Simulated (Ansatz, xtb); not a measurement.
## C4H10OS: which of two isomers lies lower

Structure X is `COC(C)(C)S`, a singlet and structure Y is `CC[C@@H](S)OC`, a singlet. Both are isolated molecules in the gas phase, relaxed with B3LYP-D3(BJ)/def2-SVP, each in the lowest conformer that the search found.

X (Å):

```xyz
16

C    -0.4562   -1.9183   -0.1690
C    -0.6151    0.3675    0.5943
C    -0.2581    1.1282    1.8659
C     0.1270    0.9279   -0.6227
O    -0.2958   -0.9734    0.8642
S    -2.4479    0.5778    0.2137
H    -0.3251   -2.9105    0.2853
H    -1.4639   -1.8548   -0.6162
H     0.2965   -1.8001   -0.9697
H    -0.7893    0.6962    2.7262
H    -0.5225    2.1901    1.7764
H     0.8239    1.0347    2.0531
H     1.2083    0.7678   -0.4876
H    -0.0594    2.0066   -0.7217
H    -0.1844    0.4418   -1.5582
H    -2.8719    0.0711    1.3939
```

Y (Å):

```xyz
16

C    -1.9676    2.0481   -1.4814
C    -1.0296    1.4336   -0.4485
C    -0.6225   -0.0082   -0.7344
C     0.3279   -1.8563    0.4090
O     0.1023   -0.4671    0.3622
S     0.2956   -0.2004   -2.3468
H    -1.4979    2.0814   -2.4755
H    -2.2444    3.0740   -1.1940
H    -2.8988    1.4643   -1.5728
H    -0.1096    2.0341   -0.3448
H    -1.5041    1.4265    0.5476
H    -1.5237   -0.6330   -0.9046
H     1.2953    0.6488   -2.0115
H     0.8786   -2.0667    1.3362
H    -0.6252   -2.4212    0.4219
H     0.9222   -2.1981   -0.4567
```

Energies in hartree; the thermal terms are from GFN2-xTB frequencies at re-optimised GFN2-xTB minima (ideal gas, soft modes damped towards free rotors, one conformer each, 298.15 K, 1 atm) and include the zero-point energy:

|  | X | Y |
| --- | --- | --- |
| E, CCSD(T)/def2-SVP | −630.373857 | −630.370100 |
| E, MP2/def2-SVP | −630.272382 | −630.268043 |
| E, MP2/def2-TZVPP | −630.897794 | −630.893200 |
| zero-point energy | 0.131486 | 0.132298 |
| H(298 K) − E | 0.141031 | 0.141742 |
| G(298 K) − E | 0.099323 | 0.099456 |

Question: Correct the CCSD(T) difference for the basis set by the MP2 change, then work out ΔE, ΔE₀, ΔH and ΔG for X → Y in kJ/mol (1 Eh = 2625.50 kJ/mol) and the equilibrium ratio [Y]/[X].

Answer: 1. Differences Y − X: CCSD(T) +0.003757, MP2 in the small set +0.004339, MP2 in the large set +0.004594 Eh.
2. ΔE = +0.003757 + (+0.004594 − (+0.004339)) = +0.004012 Eh = +10.53 kJ/mol.
3. ΔE₀ = ΔE + ΔZPE = +0.004012 + (+0.000812) Eh = +12.67 kJ/mol.
4. ΔH = ΔE + (+0.000711) Eh = +12.40 kJ/mol.
5. ΔG = ΔE + (+0.000133) Eh = +10.88 kJ/mol, so ΔS = (ΔH − ΔG)/T = +5.1 J/(mol K).
6. kT = 0.9442 mEh, so K = [Y]/[X] = exp(−ΔG/kT) = exp(−4.39) ≈ 0.012.

Structure X is favoured at this temperature. An error of 4 kJ/mol in ΔG would change K by a factor of 5. HF/def2-SVP found them nearly level. HF/STO-3G gave ΔE the other sign. Mirror images and further conformers aren't counted.

As drawn, both hold the same kinds of bond in the same numbers. Structure X has 3 methyl groups, Y 2.

Other levels gave ΔE = +6.4 (GFN2-xTB); −4.5 (HF/STO-3G, GFN2-xTB geometries); +9.7 (r2SCAN-D4/def2-SVP, GFN2-xTB geometries); +5.4 (B3LYP-D3(BJ)/def2-SVP); +1.5 (HF/def2-SVP); +11.4 (MP2/def2-SVP); +9.9 (CCSD(T)/def2-SVP) kJ/mol. The correlated steps freeze 10 core orbitals. Programs: Ansatz 0.2.0, xtb 6.7.1.
